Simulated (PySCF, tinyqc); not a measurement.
Inside a calculation. Method: RKS/B3LYP (VWN-RPA form) in the sto-3g basis, for CH2, spin multiplicity 1. The lowest restricted solution is unstable here: a spin-polarised one lies 0.0296 hartree lower (PySCF). One step of it, computed by the program tinyqc.

Task: Iteration 2: DIIS coefficients. Solve [B -1; -1 0][c; lambda] = [0; -1] for the coefficients, which sum to one.

B (overlaps of the stored error matrices):
```
                1               2
1   2.1404912e-01  -2.8079694e-01
2  -2.8079694e-01   1.1914935e+00
```

Give: DIIS coefficients.

Result:

DIIS coefficients: 0.7484  0.2516
